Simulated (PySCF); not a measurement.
## Ionisation and electron attachment of ethoxy

Molecule: ethoxy, `CC[O]` (C2H5O•, doublet). Numbering: `[CH3:1][CH2:2][O:3]`

Energies: PBE0-D3(BJ)/ma-def2-TZVP (PySCF, density fitting, integration grid level 2) on PBE0-D3(BJ)/ma-def2-SVP structures. The prefix ma- adds one diffuse s and one diffuse p function on all atoms but H. Thermal corrections: PBE0-D3(BJ)/ma-def2-SVP frequencies, unscaled, ideal gas at 298.15 K and 1 bar, quasi-RRHO entropy.

Frontier levels of the parent: HOMO -7.68 eV, LUMO -3.50 eV.

Vertical ionisation energy to the singlet cation: 11.78 eV. The product does not keep its bonds on relaxation, so no adiabatic value is given.

Oxidation to the triplet cation:
| Item | Value |
| --- | --- |
| Vertical ionisation energy (electronic) | 10.20 eV |
| Adiabatic ionisation energy (with zero-point energy) | 9.98 eV |
| Adiabatic, electronic part | 10.04 eV |
| Vertical gap at the product's structure | 9.80 eV |
| Inner reorganisation energy (four-point) | 404 meV |
| Relaxation of product / of parent | 162 / 242 meV |
| ⟨S²⟩ of the product | 2.013 |
| Largest spin populations | O3 1.41, C1 0.21, H (on C2) 0.16, H (on C2) 0.16 |
| Largest changes of atomic charge | O3 0.46, H (on C2) 0.12, H (on C2) 0.12 |
| Distances that move most (Å) | C2–O3 1.352 → 1.278; C1–C2 1.517 → 1.591; C2–H 1.117 → 1.138; C2–H 1.117 → 1.138 |
| Potential in dichloromethane | 7.46 V absolute, 2.90 V against Fc+/Fc computed at 4.56 V (solvation -13 → -255 kJ/mol) |

Reduction to the singlet anion:
```
Vertical electron affinity (electronic)              : 1.30 eV
Adiabatic electron affinity (with zero-point energy) : 1.46 eV
Adiabatic, electronic part                           : 1.46 eV
Vertical gap at the product's structure              : 1.67 eV
Inner reorganisation energy (four-point)             : 369 meV
Relaxation of product / of parent                    : 159 / 210 meV
Largest changes of atomic charge                     : O3 -0.60, H (on C2) -0.17, H (on C2) -0.17, C2 0.09
Distances that move most (Å)                         : C1–C2 1.517 → 1.552; C2–H 1.117 → 1.148; C2–O3 1.352 → 1.321; C2–H 1.117 → 1.148
Potential in dichloromethane                         : 3.95 V absolute, -0.60 V against Fc+/Fc computed at 4.56 V (solvation -13 → -256 kJ/mol)
```

Vertical electron affinity to the triplet anion: -0.88 eV. This state was not relaxed. The value is negative, so the extra electron is not bound, and the number hangs on the basis.

Solvents are IEF-PCM continua (electrostatics only, gas-phase structures); absolute potentials refer to an electron at rest in vacuum. Fc+/Fc in dichloromethane, 4.56 V, is PBE0-D3(BJ)/ma-def2-TZVP on PBE0-D3(BJ)/def2-SVP structures with GFN2-xTB thermal terms. Benchmark calculations put it near 5.0 V in acetonitrile and DMSO, so it is about 0.4 V low, and the value against it can read up to that much too high.

Against the Active Thermochemical Tables (version 1.112): electron affinity to the singlet anion 1.71 (computed 1.46, error -0.25) eV.

Differences come from unrounded values, so a last digit can differ from that of the printed terms.
